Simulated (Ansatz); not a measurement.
Species: CHO2, net charge 0, doublet state. It need not be the lowest isomer of its formula. 
Structure (B3LYP-D3(BJ)/def2-TZVP (Ansatz, a quantum-chemistry and plane-wave program) minimum search):
```xyz
4

O     -1.0889    -0.4412    -0.0122
C     -0.0503     0.2004     0.0018
O      1.1682     0.1247     0.0094
H     -0.3333     1.3291     0.0118
```
Charge 0, spin multiplicity 2.

Parts of the frozen-core correlation energy in 6-31G (Ansatz, hartree). Frozen orbitals: 3; correlated occupied orbitals by spin: 9 and 8; virtual: 17 and 18. Open shells are spin-unrestricted. Spin-orbit coupling is left out. No relativistic terms.

| term | value |
|---|---|
| reference (HF) | -188.00120 |
| MP2 opposite-spin | -0.22535 |
| MP2 same-spin | -0.08259 |
| CCSD correlation | -0.33070 |
| (T) | -0.01268 |
| T1 diagnostic | 0.096 |
| largest doubles amplitude | 0.105 |
| <S^2> of the reference | 0.770 |
